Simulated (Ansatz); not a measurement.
Total energies of MgS2⁻ from Ansatz at r2SCAN-D4/def2-TZVPD, gas phase (1 Eh = 27.2114 eV = 2625.5 kJ/mol). The reference geometry is relaxed at PBE0-D4/def2-TZVPD.

```csv
atom,x (Å),y (Å),z (Å)
Mg1,1.233,-0.605,-0.205
S2,-0.166,0.979,0.820
S3,-1.067,-0.374,-0.615
```

```
            state                       geometry  energy (Eh)
charge -1 doublet                      reference   -996.50226
 charge 0 triplet                      reference   -996.41883
charge -1 quartet  relaxed at PBE0-D4/def2-TZVPD   -996.45403
```

(1) Work out the vertical ionisation energy to the triplet.

(2) Which of the charge -1 states is lowest, and how far above it are the others?

(1) E(charge 0 triplet) − E(charge -1 doublet) = -996.41883 − (-996.50226) = 0.08343 Eh = 2.27 eV. For comparison, −ε of the highest occupied level of the spin that leaves is -0.36 eV at this level, 2.63 eV less.

(2) The doublet. quartet: -996.45403 − (-996.50226) = 0.04823 Eh = 126.6 kJ/mol. The quartet differs in its bonds from the reference.

At r2SCAN-D4/def2-TZVPD the highest occupied level of the charge -1 doublet lies above zero (up to 0.36 eV). By energy differences its removal costs 2.27 eV (vertical, to the charge 0 triplet, at r2SCAN-D4/def2-TZVPD); a positive level beside a positive removal energy at the same level points to self-interaction error. At r2SCAN-D4/def2-TZVPD the highest occupied level of the charge -1 quartet lies above zero (up to 0.02 eV). It is a level of α spin, whose loss leaves a triplet; that state wasn't run at this geometry and level. The electron is either unbound and held by the finite basis, or the level is raised by self-interaction error. 

The structure comes from a short search, and lower isomers may exist.
